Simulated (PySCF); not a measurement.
disulfur (S2), SMILES S=S (connectivity only; charge and spin as stated), neutral, multiplicity 3. Geometry: PBE0-D3(BJ)/def2-TZVPD.

All values below come from PySCF with PBE0-D3(BJ)/def2-TZVPD.

Harmonic wavenumbers (cm⁻¹): 753. Rotational constants (GHz): 8.868 (linear); symmetry number 2.

Work out the zero-point energy and the ideal-gas rigid-rotor harmonic-oscillator thermochemistry at 298.15 K and 1 atm.

ZPE = ½ Σ hcν = ½ × 753 cm⁻¹ = 4.50 kJ/mol. H − E(el) = 13.43 kJ/mol. Entropy in J/(mol K): translation 160.64, rotation 57.03, vibration 1.04, spin 9.13, total 227.84. G − E(el) = -54.51 kJ/mol. Cp = 32.16 J/(mol K).
